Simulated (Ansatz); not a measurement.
Basis-set extrapolation for Cl$_{2}$Mg, SMILES `[Cl][Mg][Cl]` (PBE0-D4/def2-TZVP geometry, frozen core, the Gaussian-basis code of Ansatz). Multiplicity 1, RHF reference. For Mg the program correlates outer-core shells too, which these sets cover unevenly, so the extrapolated numbers aren't a true limit.

```tsv
	def2-TZVPP	def2-QZVPP
HF	-1118.800077	-1118.835280
MP2 correlation	-0.566792	-0.648067
CCSD(T) correlation	-0.623025	-0.709322
```

Energies in hartree. Use E(X) = E(∞) + A·exp(−7.88·√X) for Hartree–Fock and E(X) = E(∞) + B·X^(−2.97) for correlation, with X = 3 and 4.

Question: What is the CCSD(T) energy at the basis-set limit?

Answer: HF limit: -1118.835280 + (-0.035203) × 0.13774 = -1118.84013. Correlation limit: -0.709322 + (-0.086297) × 0.74074 = -0.77325. Total: -1119.61338 hartree, 499.6 kJ/mol below CCSD(T)/def2-TZVPP.
